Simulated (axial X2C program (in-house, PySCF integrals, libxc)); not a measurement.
## AlP⁺: properties at the nuclei

Computed with an axial X2C code built on PySCF integrals: two-component X2C with atomic mean-field Coulomb and Gaunt terms, Gaussian nuclei, basis P dyall-v3z, Al dyall-v3z with contracted cores.

R = 2.491 Å (near the PBE0 minimum at charge 1 of the determinant lowest at the starting distance; the state shown can have its own minimum elsewhere).

Determinant lowest in the PBE0 search, Ω = 3/2 (⟨Sz⟩ = 1.50, ⟨Lz⟩ = 0.00 at PBE0), spin on the atoms P 1.21, Al 0.29:

```
    level  Eeff magnitude (GV/cm)  Ws magnitude P (kHz)  Ws magnitude Al (kHz)  A∥/gI P (MHz)  qzz P (a.u.)  A∥/gI Al (MHz)  qzz Al (a.u.)
     PBE0                     0.1               0.00985                 0.0347          -95.9         -0.13             127          -0.62
       HF                   0.134                0.0103                 0.0438          -93.8          0.09            59.8          -0.65
    B3LYP                  0.0891                0.0112                 0.0334          -64.9         -0.14             142          -0.60
BHandHLYP                  0.0966                0.0125                 0.0365          -67.8         -0.04             120          -0.62
      LDA                  0.0782               0.00993                 0.0295          -57.9         -0.27             167          -0.57
```

Determinant 1.16 eV from it at PBE0 and this distance, Ω = 1/2 (⟨Sz⟩ = 0.50, ⟨Lz⟩ = 0.00 at PBE0), spin on the atoms P 0.27, Al 0.23:

```
    level  Eeff magnitude (GV/cm)  Ws magnitude P (kHz)  Ws magnitude Al (kHz)  A∥/gI P (MHz)  qzz P (a.u.)  A∥/gI Al (MHz)  qzz Al (a.u.)
     PBE0                   0.111                0.0302                  0.114           77.1         -0.38             542          -0.63
       HF                   0.143                0.0403                  0.147          -6.93         -0.22             343          -0.72
    B3LYP                   0.102                0.0325                  0.109            108         -0.40             556          -0.61
BHandHLYP                    0.11                0.0374                   0.12           76.8         -0.29             481          -0.63
      LDA                   0.096                0.0259                 0.0984            131         -0.52             669          -0.59
```

Eeff is the effective electric field on the electron electric dipole moment in this Ω state and Ws the scalar–pseudoscalar constant of the nucleus named (defined with the proton number Z and per Ω); A∥ (defined per Ω) follows by multiplying with gI = μI/(I μN); qzz is the electric field gradient, eQq0 = 234.96 MHz × Q/barn × qzz. The operators were transformed with the bare-nucleus X2C matrices; with these basis sets, hyperfine constants and field gradients can be off by tens of per cent, and where levels differ in sign neither size nor sign is settled.

Problem. With gI(31P) = 2.2632, Q(27Al) = 0.1466 barn (g factors from the IAEA table of nuclear moments by Stone; Q from Pyykkö, Mol. Phys. 2018), turn the PBE0 values of the first state into constants in MHz.

Solution. A∥(31P) = -95.9 × 2.2632 = -217 MHz; eQq0(27Al) = 234.96 × (0.1466) × (-0.62) = -21.4 MHz.

Each state is one determinant with collinear spin, which with several unpaired electrons need not be a pure state. Unrestricted Hartree–Fock can overshoot spin polarisation at the nuclei. This is the top spin component of a Σ state; components of lower Ω are not single determinants and can lie lower. With several open shells hyperfine constants can be off by a factor of several. States lie within half an eV, so the first need not be the ground state. Further determinants of the search, some of them spin-mixed, are not shown. Where a field gradient or hyperfine factor spreads by more than a factor of two over the levels, a constant derived from it is not to be relied on. PBE0 term energies can be off by some tenths of an eV.
